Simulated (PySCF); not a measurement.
1-pyrroline, C4H7N.
SMILES: `C1=NCCC1`

Linear response at CAM-B3LYP/def2-SVPD (PySCF, frozen core in the response, non-relativistic). Geometry: PBE0-D3(BJ)/def2-SVP; no solvent, vibrations or thermal averaging.

Static isotropic polarisability: 52.11 au (7.72 Å³), principal values 42.1, 52.7, 61.6 au.

Problem. What is the polarisability at 1064 nm and at the sodium D line?

Solution. 52.49 au at 1064 nm (+0.7 %), 53.37 au at 589.3 nm (+2.4 %). The rise at 589.3 nm is 3.35 times that at 1064 nm; a pure ω² law gives 3.26. The lowest singlet lies at 225 nm, shorter than both wavelengths.

Problem. What is the isotropic C6 coefficient between two such molecules, C6 = (3/π)∫α(iω)² dω?

Solution. 1198 au (Eh·bohr⁶) by a ten-point quadrature over imaginary frequencies, which is 716 eV·Å⁶ or 69.1 J·nm⁶/mol.

Problem. Which effective excitation energy ω̄ makes London's formula C6 = (3/4)α²ω̄ exact here?

Solution. ω̄ = 4·C6/(3α²) = 0.588 Eh = 16.0 eV. A one-pole form α(ω) = α/(1 − ω²/ω̄²) fitted to the 1064 nm value gives 13.8 eV.

Problem. What three-body coefficient follows from the one-pole estimate C9 = (3/4)·α·C6?

Solution. 46800 au. This is an estimate from the two numbers above, not a computed integral.

Problem. How many electrons N does the Slater–Kirkwood formula C6 = (3/4)·√N·α^(3/2) need to give this C6?

Solution. N = (4·C6/3)²/α³ = 18.0; the species has 38 electrons in all.

Problem. The lowest 6 singlets have (eV, f): 5.51, 0.003; 7.28, 0.021; 7.44, 0.189; 7.60, 0.001; 8.28, 0.008; 8.57, 0.022. What share of the static polarisability do they carry in the sum over states α = Σ f/ω²?

Solution. 3.20 au, 6.1 % of α; the largest term, 2.52 au, is that of the state at 7.44 eV. Their oscillator strengths add up to 0.24. Higher states carry the rest.

Problem. What molar refraction at the D line follows from R = (4π/3)·N_A·α′, with α′ the polarisability volume?

Solution. α′ = 7.91 Å³ gives R = 19.95 cm³/mol, for isolated, non-vibrating species.

Problem. What n − 1 at the D line would an ideal gas of it have at 273.15 K and 1 atm (2.6868 × 10¹⁹ cm⁻³), by n − 1 = 2π·N·α′?

Solution. 13.35 × 10⁻⁴, a formal value whether or not that pressure can be reached.
